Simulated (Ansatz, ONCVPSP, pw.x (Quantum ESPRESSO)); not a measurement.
pw.x on bcc Rh: one setting changed

Potential: optimised norm-conserving Vanderbilt (ONCV), ONCVPSP 4.0.1.1 (patched build), PBEsol; core [Ar] 3d10, reference 4s2 4p6 4d8 5s0.75 5p0.25; waves: 4s+5s: rc 1.75 bohr, ncon 3, nbas 7, qcut 9 1/bohr, 2 projectors; 4p+5p: rc 1.75 bohr, ncon 3, nbas 8, qcut 8 1/bohr, 2 projectors; 4d: rc 2.00 bohr, ncon 4, nbas 9, qcut 8.9 1/bohr, 3 projectors, debl 1.4 Ha; local part: polynomial inside 1.10 bohr (lpopt 1, dvloc0 2 Ha); core correction: Teter function, fcfact 2.25, rcfact 1.6.

The reference run (k-mesh 15³, cutoffs 70/280 Ry, Fermi–Dirac 0.01 Ry, mixing_beta 0.4, conv_thr 1e-9, no spin) gives 0.24 GPa at 13.942 Å³/atom, where all-electron LAPW gives -0.07 GPa. This run, with its own iteration cap, changes degauss to 0.002.

```
&control
  calculation='scf', prefix='x', pseudo_dir='./', outdir='./tmp', tstress=.true., disk_io='none'
/
&system
  ibrav=0, nat=1, ntyp=1, ecutwfc=70, ecutrho=280, nbnd=17,
  occupations='smearing', smearing='fd', degauss=0.002
/
&electrons
  conv_thr=1e-09, mixing_beta=0.4, electron_maxstep=50
/
ATOMIC_SPECIES
Rh 1.0 Rh.UPF
CELL_PARAMETERS angstrom
  -1.51619489 1.51619489 1.51619489
  1.51619489 -1.51619489 1.51619489
  1.51619489 1.51619489 -1.51619489
ATOMIC_POSITIONS crystal
Rh 0.0000 0.0000 0.0000
K_POINTS automatic
15 15 15 0 0 0
```

```bash
pw.x < Rh.scf.in > Rh.scf.out
```

Problem. How does the run end?

Solution. It converges in 8 iterations; the free energy moves by +67.4 meV/atom and the pressure by -0.99 GPa. In a metal, with Fermi–Dirac smearing, F lies below its zero-width value by a term in the square of the width.

```
Message from routine setup:
     using ibrav=0 with symmetry is DISCOURAGED, use correct ibrav instead
     lattice parameter (alat)  =       4.9627  a.u.
     unit-cell volume          =      94.0853 (a.u.)^3
     number of electrons       =        17.00
     number of Kohn-Sham states=           17
     kinetic-energy cutoff     =      70.0000  Ry
     charge density cutoff     =     280.0000  Ry
     scf convergence threshold =      1.0E-09
     Exchange-correlation= PBESOL
     number of k points=   120  Fermi-Dirac smearing, width (Ry)=  0.0020
     iteration #  1     ecut=    70.00 Ry     beta= 0.40
     total energy              =    -228.94338911 Ry
     estimated scf accuracy    <       0.13570570 Ry
     iteration #  2     ecut=    70.00 Ry     beta= 0.40
     total energy              =    -228.96768844 Ry
     estimated scf accuracy    <       0.00261072 Ry
     iteration #  3     ecut=    70.00 Ry     beta= 0.40
     total energy              =    -228.96750459 Ry
     estimated scf accuracy    <       0.00086164 Ry
     iteration #  4     ecut=    70.00 Ry     beta= 0.40
     total energy              =    -228.96756471 Ry
     estimated scf accuracy    <       0.00001448 Ry
     iteration #  5     ecut=    70.00 Ry     beta= 0.40
     total energy              =    -228.96756694 Ry
     estimated scf accuracy    <       0.00000082 Ry
     iteration #  6     ecut=    70.00 Ry     beta= 0.40
     total energy              =    -228.96756703 Ry
     estimated scf accuracy    <       0.00000001 Ry
     iteration #  7     ecut=    70.00 Ry     beta= 0.40
     total energy              =    -228.96756702 Ry
     estimated scf accuracy    <          4.7E-09 Ry
     iteration #  8     ecut=    70.00 Ry     beta= 0.40
     the Fermi energy is    21.8968 ev
!    total energy              =    -228.96756703 Ry
     estimated scf accuracy    <          9.1E-12 Ry
     smearing contrib. (-TS)   =      -0.00051494 Ry
     The total energy is F=E-TS. E is the sum of the following terms:
     one-electron contribution =     -52.42301221 Ry
     hartree contribution      =      38.67972031 Ry
     xc contribution           =     -31.68665944 Ry
     ewald contribution        =    -183.53710074 Ry
     convergence has been achieved in   8 iterations
          total   stress  (Ry/bohr**3)                   (kbar)     P=       -7.46
     Message from routine punch:
     Nothing written, as per user request (disk_io='none')
```

The run took about 46 s on one core of a shared host (Neoverse-N1, 64 threads, 124 GiB, load 51).
